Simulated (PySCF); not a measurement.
3-isocyanoprop-1-ene, C₄H₅N, SMILES [C-]#[N+]CC=C, point group Cs.

Force field and properties: KT3/def2-SVP (PySCF, grid level 2). Vibrational terms come from second-order perturbation theory with semi-diagonal cubic constants, by steps of ±0.6 along the normal coordinates of each isotopologue. The parent has the commonest isotopes.

Equilibrium geometry (Å):

```csv
atom,x,y,z
C1,1.6420,1.1063,-1.7284
N2,1.1660,0.2258,-1.0998
C3,0.5698,-0.7997,-0.3313
C4,-0.5459,-0.3332,0.5592
C5,-0.9913,0.9186,0.6704
H6,0.2011,-1.5741,-1.0156
H7,1.3515,-1.2789,0.2713
H8,-0.9962,-1.1320,1.1449
H9,-1.8067,1.1570,1.3447
H10,-0.5549,1.7289,0.0944
```

(1) Give the equilibrium and ground-state rotational constants (MHz) of parent; ²H at 10.

(2) How is the parent's vibrational correction B0 − Be made up?

(3) And its quartic centrifugal distortion constants from the harmonic force field?

A mode lies under 250 cm⁻¹, where this perturbation treatment is rough. Internal rotors are held in one well.

Answers

(1) 
```tsv
species	Ae	Be	Ce	A0	B0	C0	Δ0 (u Å²)	harmonic ZPE (cm⁻¹)
parent	11653	3921.7	2987.9	11640	3887.9	2965.2	-2.971	17147
²H at 10	10963	3903.6	2930.1	10943	3872.6	2909.3	-2.975	16461
```

Δ0 = Ic − Ia − Ib from the ground-state constants.

(2) 
```csv
axis,harmonic,Coriolis,cubic,total (MHz)
a,29.2,-32,-10.8,-13.6
b,8.1,-3.3,-38.6,-33.8
c,2.1,-2.06,-22.7,-22.6
```

(3) Asymmetric top, A reduction, Ir representation: ΔJ = 3.72 kHz, ΔJK = -24.9 kHz, ΔK = 72.1 kHz, δJ = 1.28 kHz, δK = 5.4 kHz.
